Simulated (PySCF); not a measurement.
# SiH4: breathing scan

These are results of PBE0 in PySCF with Si def2-TZVP, H def2-TZVP; no relativity; density-fitted integrals, not measurements.

Rigid scan from the singlet minimum (Si–H 1.485 Å (×4); H–Si–H 109.5° (×6)). Coordinate: all bonds to the central atom scaled together. Energies in kJ/mol from the minimum.

Predict the curve at 0.88, 0.92, 0.96, 1.00, 1.04, 1.08, 1.14, 1.22, 1.35.


```tsv
scale of all bonds to the centre	E (kJ/mol)
0.88	148.5
0.92	60.2
0.96	13.7
1.00	0.0
1.04	11.6
1.08	42.6
1.14	115.6
1.22	244.5
1.35	487.1
```

At long bonds a restricted determinant can lie too high, and another spin state can fall below this curve.

Other isomers or separated fragments may lie lower.
